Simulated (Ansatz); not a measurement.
**GeC⁺, quartet: reading a ladder of total energies**

Geometry: that of the GeC⁺, doublet, kept fixed.

```yaml
atoms:
  - { symbol: Ge, position_ang: [0.0000, 0.0000, 0.0000] }
  - { symbol: C, position_ang: [0.0000, 0.0000, 1.9422] }
```

Basis cc-pVTZ; Ansatz 0.2.0. Correlated methods freeze the noble-gas cores and the filled d shells of p-block atoms, which leaves 7 electrons in 58 orbitals. Prefix R: restricted or restricted open-shell reference; prefix U: unrestricted. No spin–orbit coupling is included, and no scalar relativity.

Full CI isn't at hand for all of this; UCCSDT(Q) serves as the reference, and is uncertain by about the last step of the cluster series.

Runs differ by some tens of microhartree through their thresholds and, for an open shell, their frozen cores, so steps under 0.03 kcal/mol mean nothing.

```json
{"level": "UHF", "total energy (hartree)": "-2112.857078"}
{"level": "UMP2", "total energy (hartree)": "-2112.991294"}
{"level": "UCCSD", "total energy (hartree)": "-2113.021613"}
{"level": "UCCSD(T)", "total energy (hartree)": "-2113.030060"}
{"level": "UCCSDT", "total energy (hartree)": "-2113.031993"}
{"level": "UCCSDT(Q)", "total energy (hartree)": "-2113.032632"}
```

What is the correlation energy at UCCSDT(Q), and what share of it do UMP2 and UCCSDT recover?

E(corr) = -2113.032632 − (-2112.857078) = -0.175554 hartree = -4.777 eV. UMP2: -0.134216 / -0.175554 = 76.45 %. UCCSDT: -0.174915 / -0.175554 = 99.64 %.

By how many kcal/mol does UCCSD(T) miss UCCSDT(Q) (1 hartree = 627.509 kcal/mol), and which steps make up the rest?

-2113.030060 − (-2113.032632) = 0.002572 hartree = 1.61 kcal/mol. Steps: UCCSDT − UCCSD(T) = -1.21, UCCSDT(Q) − UCCSDT = -0.40 kcal/mol. Differences between like states or geometries often cancel part of this.
